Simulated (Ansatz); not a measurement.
in.yaml

```yaml
crystal:
  periodic: [false, false, false]
  atoms:
    - {symbol: N, position_ang: [0.000000, 0.066533, 0.690604]}
    - {symbol: O, position_ang: [0.000000, -0.105972, -0.538841]}
    - {symbol: H, position_ang: [0.000000, 0.757574, -1.043675]}
basis:
  gaussian: {orbitals: cc-pVDZ}
magnetization: {spin_polarized: false, initial_magnetization: 2}
correlation: {method: ccsdtq, electrons: outside_noble_gas}
```

```sh
$ ansatz run in.yaml --threads 2 --pin off --events-out ev --progress --plain --max-ram 16896MiB --backend cuda --devices 0, --max-vram 18GiB
```

Output:

```
576 factors; integrals over basis functions are off by at most 2.1e-7 eV
mean field evaluation 1: about -3530.8807 eV, gradient 1.6e1 eV
mean field evaluation 2: about -3530.8839 eV, gradient 1.6e1 eV
mean field evaluation 4: about -3531.9529 eV, gradient 1.3e0 eV
mean field evaluation 8: about -3531.9730 eV, gradient 6.5e-4 eV
mean field evaluation 16: about -3531.9689 eV, gradient 2.2e-1 eV
mean field -3531.97304791 eV, -129.7976154535 hartree, gradient 2.0e-6 eV, S^2 2.000000; 0 other end points of the search recorded, 0 dependent functions left out
2 core orbitals not correlated: weight in the atoms' cores, before any rotation towards them, 1.000 or more for the frozen orbitals, at most 0.000 for the correlated occupied ones
reference -3531.97304791 eV, -129.7976154535 hartree; 7, 5 occupied and 24, 26 virtual orbitals, 576 factors
second order -8.05150941 eV of doubles, -0.16217632 eV of singles
cycle   1  -8.43589781 eV  change   -2.2e-1 eV  update   7.6e-2
cycle   2  -8.79971020 eV  change   -3.6e-1 eV  update   3.2e-2
cycle   3  -8.97340155 eV  change   -1.7e-1 eV  update   2.1e-2
cycle   4  -8.95292335 eV  change    2.0e-2 eV  update   7.4e-3
cycle   5  -8.95122531 eV  change    1.7e-3 eV  update   4.4e-3
cycle   6  -8.95392328 eV  change   -2.7e-3 eV  update   1.5e-3
cycle   7  -8.95256216 eV  change    1.4e-3 eV  update   7.5e-4
cycle   8  -8.95252028 eV  change    4.2e-5 eV  update   3.8e-4
cycle   9  -8.95279218 eV  change   -2.7e-4 eV  update   2.1e-4
cycle  10  -8.95279926 eV  change   -7.1e-6 eV  update   8.3e-5
cycle  11  -8.95280671 eV  change   -7.5e-6 eV  update   3.9e-5
cycle  12  -8.95283630 eV  change   -3.0e-5 eV  update   1.9e-5
cycle  13  -8.95283804 eV  change   -1.7e-6 eV  update   8.5e-6
cycle  14  -8.95285161 eV  change   -1.4e-5 eV  update   4.1e-6
cycle  15  -8.95285296 eV  change   -1.3e-6 eV  update   1.7e-6
cycle  16  -8.95285141 eV  change    1.5e-6 eV  update   8.8e-7
cycle  17  -8.95285125 eV  change    1.6e-7 eV  update   5.4e-7
Total energy: -3540.92589916 eV, -130.1266266684 hartree
```

For the same geometry and basis UCCSDTQ lies 1.2 meV lower.

Ran on 2 threads of AMD EPYC 7R13 with a shared H100 80 GB, shared host: 39 s wall, 0.94 GiB peak host memory.
